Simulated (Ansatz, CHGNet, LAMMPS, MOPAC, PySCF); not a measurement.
**3C-SiC, equilibrium lattice constant a**

Reference value: 4.346 Å (measured, static lattice: zero-point anharmonic expansion removed, our sources range from 4.341 to 4.348; as tabulated in Mejia-Rodriguez and Trickey (2018), arXiv:1807.09216).

Q: What do Tersoff SiC_Erhart-Albe.tersoff, PM7 semi-empirical Hartree-Fock (MOPAC), CHGNet 0.3.0, LDA, PBE, PBE-D3(BJ), rVV10, r²SCAN, r²SCAN-D4, PBE0, Hartree–Fock, MP2 give, and how far is each from the reference?

A: 
| level (code) | value (Å) | error (%) |
|---|---|---|
| Tersoff SiC_Erhart-Albe.tersoff (LAMMPS) | 4.359 | +0.30 |
| PM7 semi-empirical Hartree-Fock (MOPAC) | 4.482 | +3.13 |
| CHGNet 0.3.0 | 4.378 | +0.74 |
| LDA (Ansatz) | 4.329 | -0.39 |
| PBE (Ansatz) | 4.380 | +0.78 |
| PBE-D3(BJ) (Ansatz) | 4.349 | +0.07 |
| rVV10 (Ansatz) | 4.394 | +1.10 |
| r²SCAN (Ansatz) | 4.356 | +0.23 |
| r²SCAN-D4 (Ansatz) | 4.347 | +0.02 |
| PBE0 (Ansatz) | 4.348 | +0.05 |
| Hartree–Fock (Ansatz) | 4.366 | +0.46 |
| MP2 (PySCF) | 4.347 ± 0.02 | +0.02 |

Once the reference is moved by up to 0.12 % (a margin picked here for doubts on the reference and the settings) and values within 0.10 % count as equal, the nearest can be r²SCAN-D4 (+0.02 %), MP2 (+0.02 %), PBE0 (+0.05 %), PBE-D3(BJ) (+0.07 %) or r²SCAN (+0.23 %). Among them PM7 semi-empirical Hartree-Fock (MOPAC) (+3.13 %) misses by most. Within 2 %: Tersoff SiC_Erhart-Albe.tersoff, CHGNet 0.3.0, LDA, PBE, PBE-D3(BJ), rVV10, r²SCAN, r²SCAN-D4, PBE0, Hartree–Fock, MP2.

A ± on a computed value is a rough bar: the spread of its extrapolation, a floor set from checks against published values, or a statistical error. PM7 semi-empirical Hartree-Fock (MOPAC): the method was fitted mainly to molecules. PM7 semi-empirical Hartree-Fock (MOPAC): the run uses a supercell at the zone centre in place of a k mesh. Cutoffs and k meshes differ between the levels. Ansatz's density-functional and Hartree–Fock values are scalar-relativistic unless marked +SOC, with PAW data made under PBE.

Empirical potentials (Tersoff SiC_Erhart-Albe.tersoff) are fitted to chosen data: where that held the value shown, agreement is built in, and what lay outside the fit can be far off. Machine-learned potentials (CHGNet 0.3.0) are trained on DFT data: a solid inside that data is no test of them.

Differences are worked out from the printed values.

Ansatz is an electronic-structure program.
